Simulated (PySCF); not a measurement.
Partial charges of fluoroacetonitrile

Fluoroacetonitrile, C2H2FN.
Cartesian coordinates in Å at the PBE0-D3(BJ)/def2-TZVP level; atoms count from 1:
```
atom  x, y, z in Å
N1     2.1021    0.3444   -0.1601
C2     0.9733    0.1512   -0.0788
C3    -0.4563   -0.1316    0.0257
F4    -1.1773    1.0297    0.0899
H5    -0.6424   -0.7197    0.9286
H6    -0.7760   -0.7035   -0.8498
```

Density: PBE0/pcSseg-2 (PySCF); schemes: Mulliken, IAO, Hirshfeld and ESP-fitted. Isolated species at its PBE0-D3(BJ)/def2-TZVP geometry, gas phase.

Problem. What partial charge does each atom carry?

Solution. In e:

| atom | environment | Mulliken | IAO | Hirshfeld | ESP-fitted |
| --- | --- | --- | --- | --- | --- |
| N1 | nitrile nitrogen | -0.116 | -0.208 | -0.198 | -0.421 |
| C2 | nitrile carbon | -0.027 | +0.128 | +0.083 | +0.342 |
| C3 | sp3 C–F carbon | +0.295 | +0.009 | +0.055 | +0.026 |
| F4 | alkyl fluorine | -0.268 | -0.304 | -0.099 | -0.181 |
| H5 | methylene hydrogen | +0.058 | +0.188 | +0.079 | +0.118 |
| H6 | methylene hydrogen | +0.058 | +0.188 | +0.079 | +0.117 |

Mean size of the charges over all atoms: ESP-fitted 0.201 e, IAO 0.171 e, Mulliken 0.137 e, Hirshfeld 0.099 e. Each set sums to the total charge, 0, to within 0.001 e. The Hirshfeld scheme weights the molecular density at each point by an atom's share of the summed free-atom densities.

Lowest charge. The schemes don't all agree: Mulliken F4 (-0.268); IAO F4 (-0.304); Hirshfeld N1 (-0.198); ESP-fitted N1 (-0.421).

Highest charge. The schemes don't all agree: Mulliken C3 (+0.295); IAO H5 and H6 (+0.188); Hirshfeld C2 (+0.083); ESP-fitted C2 (+0.342).

Problem. How closely do the schemes follow one another over all atoms?

Solution. Correlation coefficient and root-mean-square difference: Hirshfeld with ESP-fitted 0.94, 0.146 e; IAO with Hirshfeld 0.89, 0.108 e; IAO with ESP-fitted 0.82, 0.139 e; Mulliken with Hirshfeld 0.64, 0.133 e; Mulliken with IAO 0.63, 0.158 e; Mulliken with ESP-fitted 0.43, 0.230 e.

Problem. How many electrons does the IAO scheme count on F4?

Solution. Z − q = 9 − (-0.304) = 9.304.

Problem. Sum the charges by element, for elements with more than one atom.

Solution. 
| element | atoms | Mulliken | IAO | Hirshfeld | ESP-fitted |
| --- | --- | --- | --- | --- | --- |
| C | 2 | +0.267 | +0.137 | +0.138 | +0.367 |
| H | 2 | +0.116 | +0.375 | +0.158 | +0.235 |

The run behind these numbers computed NMR shieldings as well. The run took 16 s of wall time on an Arm Neoverse N1 with one thread (shared host), and the process peaked at 0.65 GiB of memory.
